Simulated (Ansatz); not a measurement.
`F[SiH2][AlH2]` and `F[CH2][AlH2]` differ in one element.

Ansatz, PBE0-D4/def2-TZVP geometries, multiplicity 1. 

```tsv
property	`F[SiH2][AlH2]`
LUMO energy (PBE/def2-TZVPP) / eV	-3.03
size of the dipole moment (ωB97M-V/def2-TZVPP) / D	1.34
HOMO–LUMO gap (B3LYP/def2-TZVPP) / eV	5.01
HOMO–LUMO gap (ωB97M-V/def2-TZVPP) / eV	9.03
vertical ionisation energy (CCSD(T)/CBS(def2)) / eV	10.07
HOMO energy (PBE0/def2-TZVPP) / eV	-7.65
```

Task: Give the same properties after the change, and the shifts. (Best estimate.)

Result: Ansatz gave: 
```
                                           property  `F[CH2][AlH2]`  shift
                  LUMO energy (PBE/def2-TZVPP) / eV           -2.37   0.66
 size of the dipole moment (ωB97M-V/def2-TZVPP) / D            1.54   0.20
              HOMO–LUMO gap (B3LYP/def2-TZVPP) / eV            5.80   0.79
            HOMO–LUMO gap (ωB97M-V/def2-TZVPP) / eV           10.11   1.08
vertical ionisation energy (CCSD(T)/CBS(def2)) / eV           10.59   0.52
                 HOMO energy (PBE0/def2-TZVPP) / eV           -7.84  -0.19
```

With PBE0 the HOMO falls by 0.19 eV and the LUMO rises by 0.67 eV, so the gap widens by about 0.86 eV. PBE moves the HOMO by 0.12 eV and ωB97M-V by -0.47 eV. Dipoles are sizes alone; their direction can turn.

B3LYP here is the variant with VWN-RPA as its local correlation; programs differ in this.
